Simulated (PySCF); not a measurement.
Species: hydroxylamine, H3NO.
SMILES: `NO`

Level of theory: TDDFT PBE0/def2-SVPD, vertical, gas phase, core orbitals frozen in the response (PySCF 2.14.0, density-fitted response routines). One conformer (not necessarily the lowest) at the PBE0-D3(BJ)/def2-SVP geometry, without solvent, vibrations or thermal averaging. Torsions of this conformer, `[NH2:1][OH:2]`: H–N1–O2–H -125°.

Each state is given a Gaussian of 0.4 eV full width at half maximum, with ε(max) = 2.175×10⁸ f / Δν̃ (Δν̃ the width in cm⁻¹). The cross-section is σ = 3.8235×10⁻²¹ ε cm², given in Mb (10⁻¹⁸ cm²). The width is an assumption, not a result. The curve ends short of the highest state used, and states not computed would add to its high-energy end.

E (eV), σ (Mb) and a bar:
```
     6.19       0.00 
     6.28       0.02 
     6.36       0.07 
     6.45       0.25 #
     6.53       0.58 #
     6.62       1.16 ##
     6.70       1.71 ####
     6.78       2.14 ####
     6.87       2.53 #####
     6.95       3.18 #######
     7.04       4.67 ##########
     7.12       6.37 #############
     7.21       7.56 ################
     7.29       7.22 ###############
     7.37       5.82 ############
     7.46       4.14 #########
     7.54       3.30 #######
     7.63       2.98 ######
     7.71       2.71 ######
     7.80       2.13 ####
     7.88       1.66 ###
     7.97       1.72 ####
     8.05       2.54 #####
     8.13       3.84 ########
     8.22       5.10 ###########
     8.30       5.38 ###########
     8.39       4.84 ##########
     8.47       4.48 #########
     8.56       5.51 ############
     8.64       8.07 #################
     8.72      11.26 ########################
     8.81      13.34 ############################
     8.89      12.44 ##########################
     8.98       8.88 ###################
     9.06       5.29 ###########
     9.15       2.65 ######
     9.23       2.26 #####
     9.32       4.13 #########
     9.40       7.55 ################
     9.48      11.49 ########################
     9.57      14.30 ##############################
     9.65      13.93 #############################
     9.74      10.86 #######################
     9.82       7.59 ################
```

**Question.** Where are the band maxima, and which computed states make them?

**Answer.** 171 nm (7.23 eV), ε about 2000, made up of S2 (98%); 150 nm (8.28 eV), ε about 1400, made up of S4 (92%); 141 nm (8.82 eV), ε about 3500, made up of S6 (99%); 129 nm (9.60 eV), ε about 3800, made up of S7 (98%) (ε in L mol⁻¹ cm⁻¹; maxima over ε = 5, shares over 10%). The states used: S1 6.79 eV (f 0.0075); S2 7.23 eV (f 0.029); S3 7.67 eV (f 0.010); S4 8.26 eV (f 0.019); S5 8.47 eV (f 0.0025); S6 8.83 eV (f 0.052); S7 9.59 eV (f 0.055); S8 9.60 eV (f 0.0001); S9 9.95 eV (f 0.0094); S10 10.42 eV (f 0.030).

**Question.** What would ε be at 9.60 eV, the highest of these maxima, with half the width (0.2 eV)?

**Answer.** About 7410 L mol⁻¹ cm⁻¹ against 3790, a factor of about 1.96; a lone state at its own centre would give exactly 2.

**Question.** Coming from long wavelengths, where does ε first pass 100 L mol⁻¹ cm⁻¹?

**Answer.** At about 191 nm (6.49 eV), 0.30 eV below S1.

**Question.** On this curve, what absorbance would a 10⁻⁴ mol/L sample give at 193 nm over a 1 cm path?

**Answer.** 193 nm is 6.424 eV, where ε is about 48 L mol⁻¹ cm⁻¹, so A = ε c l ≈ 0.0048 (Beer–Lambert, with the gas-phase spectrum and the assumed width).

The vertical ionisation energy (ΔSCF) is 10.52 eV, 0.10 eV above S10.

The run took 4.9 s of wall time (with the writing of density and orbital grids) on an Arm Neoverse V2 with one thread, shared host with 32 logical CPUs at a one-minute load of 30, and the process peaked at 0.32 GiB of memory.
